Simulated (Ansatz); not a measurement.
**B–SiH–F⁺, triplet in cc-pVDZ: errors against UCCSDT(Q)**

Geometry: that of the B–SiH–F, quartet, kept fixed.

```yaml
atoms:
  - { symbol: B, position_ang: [0.0000, -0.5010, 1.7973] }
  - { symbol: Si, position_ang: [0.0000, 0.3616, 0.1670] }
  - { symbol: F, position_ang: [0.0000, -0.3453, -1.2616] }
  - { symbol: H, position_ang: [0.0000, 1.8072, -0.1500] }
```

Basis cc-pVDZ; Ansatz 0.2.0. Only valence electrons are correlated (noble-gas cores frozen), which leaves 14 electrons in 44 orbitals. Prefix R: restricted or restricted open-shell reference; prefix U: unrestricted. Active spaces: frontier = (10e, 10o) about the gap.

Full CI isn't at hand for all of this; UCCSDT(Q) serves as the reference, and is uncertain by about the last step of the cluster series. The frozen core follows each run's orbitals, which can shift R against U totals by a few meV.

For open shells CISD is restricted-active-space CI with the open shells as a complete middle space.

```
UHF ⟨S²⟩                          : 2.004
T1 diagnostic (RCCSD)             : 0.0233
largest doubles amplitude (RCCSD) : 0.040
T1 diagnostic (UCCSD)             : 0.0215
```

```csv
level,E − E(UCCSDT(Q)) (kJ/mol),share of correlation (%),wall time
RHF,857.0,0.00,–
UHF,852.8,0.48,–
RMP2,90.6,89.43,–
UMP2,90.5,89.45,–
CISD,92.3,89.24,6 s
RCCSD,24.3,97.16,–
UCCSD,24.2,97.17,–
RCCSD(T),5.1,99.41,3.7 s
UCCSD(T),5.1,99.41,3.9 s
BCCD(T),4.5,99.47,4 s
RCCSDT,1.9,99.78,–
UCCSDT,1.9,99.78,–
RCCSDT(Q),0.4,99.96,65 s
```

The correlation energy at UCCSDT(Q), counted from RHF, is -8.882 eV. That run took 56 s on 1 thread of Arm Neoverse V2, shared host.

Run but not shown, since their state, orbitals or frozen core can't be matched to the reference's or they repeat it: CASSCF (frontier space), NEVPT2 (frontier space).

Times hold each run's SCF and search for its determinant on a shared host, so for small cases they say little of a method's own cost; they ran on 1 thread of Arm Neoverse V2.
